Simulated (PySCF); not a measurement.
**A thermochemical cycle for BP**

CCSD(T) in PySCF with def2-TZVPPD on every atom, for the lowest determinant that a PBE0 search found; no spin–orbit coupling. BP, a triplet (σ ↑, π ↑), has De = 3.13 eV to neutral atoms, and BP⁺, a quartet (σ ↑, π ↑↑), has De = 2.09 eV to B⁺ + P.

At the same level the B atom ionises at 8.21 eV.

What is the adiabatic ionisation energy of the molecule, and does ionisation strengthen or weaken the bond?

IE = IE(B) + De(neutral) − De(ion) = 8.21 + 3.13 − 2.09 = 9.25 eV. De changes by -1.04 eV, so ionisation weakens the bond.

Correlated steps freeze 6 core orbitals. UHF and ROHF references stand side by side, which adds small steps between rows. For an ion De counts to the pair picked by the measured ionisation energies or electron affinities, which need not be the lowest pair at this level. States were picked by a PBE0 search and need not be the measured ground states.
